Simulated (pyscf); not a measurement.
Single points on ωB97X-D3(BJ)/def2-SVP structures (PySCF, gas phase).

### Question
PBE/def2-TZVP puts the barrier of H₃C–SiH₃ + AgH -> H₃C–Ag + SiH₄ (four-centre exchange; singlet surface; C–Si, Ag–H broken, Ag–C, H–Si formed) at 18.7 kcal/mol and the reaction energy at +6.3 kcal/mol, from the separated reactants. What do B3LYP-D3(BJ)/def2-TZVP, PBE0-D3(BJ)/def2-TZVP, ωB97M-D3(BJ)/def2-TZVP give on the same structures?

### Answer
B3LYP-D3(BJ): ΔE‡ = 24.8 kcal/mol, ΔE = +6.6 kcal/mol; PBE0-D3(BJ): ΔE‡ = 22.7 kcal/mol, ΔE = +8.1 kcal/mol; ωB97M-D3(BJ): ΔE‡ = 27.0 kcal/mol, ΔE = +9.1 kcal/mol. PBE's barrier lies under all of them, by 4.0 to 8.2 kcal/mol. Its reaction energy lies under all of them, by 0.3 to 2.9 kcal/mol. Low barriers are usual for a GGA, whose delocalisation error favours stretched bonds. On the reactant side the descent ends in an adduct with a Ag–Si contact, 8.6 kcal/mol under the separated species and 29.5 kcal/mol under the saddle at ωB97X-D3(BJ)/def2-TZVP. On the product side the descent ends in an adduct with a Ag–Si, Ag–H contact, 14.3 kcal/mol under the separated species and 26.9 kcal/mol under the saddle at ωB97X-D3(BJ)/def2-TZVP. What is counted as broken (Ag–H) persists as a longer contact in the product adduct; parting that adduct is a step of its own. At ωB97X-D3(BJ)/def2-TZVP the barrier from the zero used here is 20.9 kcal/mol. This is the saddle that the search found; another between the same sides may lie lower. Elements past Kr carry the def2 core potentials, without spin-orbit coupling.
